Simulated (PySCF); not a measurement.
## `[C-]#[N+]C=C=C=C`, C5H3N

Molfile (atoms numbered from 1):
```
C5H3N
     RDKit          3D

  9  8  0  0  0  0  0  0  0  0999 V2000
   -3.3022    1.5375   -1.1506 C   0  0  0  0  0  0  0  0  0  0  0  0
   -2.5302    0.8038   -0.6653 N   0  0  0  0  0  0  0  0  0  0  0  0
   -1.6748   -0.0868   -0.0780 C   0  0  0  0  0  0  0  0  0  0  0  0
   -0.3643    0.0408   -0.1212 C   0  0  0  0  0  0  0  0  0  0  0  0
    0.8926    0.1200   -0.1351 C   0  0  0  0  0  0  0  0  0  0  0  0
    2.1986    0.2150   -0.1577 C   0  0  0  0  0  0  0  0  0  0  0  0
   -2.1511   -0.9174    0.4333 H   0  0  0  0  0  0  0  0  0  0  0  0
    2.6901    1.0386   -0.6642 H   0  0  0  0  0  0  0  0  0  0  0  0
    2.8225   -0.5266    0.3292 H   0  0  0  0  0  0  0  0  0  0  0  0
  1  2  3  0
  2  3  1  0
  3  4  2  0
  4  5  2  0
  5  6  2  0
  3  7  1  0
  6  8  1  0
  6  9  1  0
M  CHG  2   1  -1   2   1
M  END
```

Method used: PySCF 2.14.0, TDDFT CAM-B3LYP/def2-TZVPD excited states, vertical, gas phase. Geometry: PBE0-D3(BJ)/def2-TZVP.

Task: How strongly do the lowest singlets absorb one photon, and two photons of half the energy?

Result: δ for parallel linear polarisation; σ at the peak of a Lorentzian of half width 0.1 eV, single beam; Ω is circular over linear.
```csv
state,E (eV),f,photon λ (nm),δ (au),σ (GM),Ω,main
S1,4.17,0.000,594,<0.1,0.00,–,HOMO−1→LUMO 0.96
S2,4.95,0.686,501,10.5,0.09,0.76,HOMO→LUMO 0.94
S3,5.48,0.000,453,1.36,0.01,1.50,"HOMO→LUMO+1 0.43, HOMO→LUMO+2 0.35"
S4,6.39,0.021,388,29.3,0.44,1.50,HOMO−2→LUMO 0.91
S5,6.45,0.000,384,44.1,0.67,1.50,"HOMO→LUMO+1 0.50, HOMO→LUMO+2 0.27"
S6,6.62,0.001,375,4.67,0.07,1.50,HOMO−4→LUMO 0.85
```

Among these, the strongest one-photon state is S2, the strongest two-photon state S5, with a dipole change of 3.3 D (relaxed, norm of the difference vector).
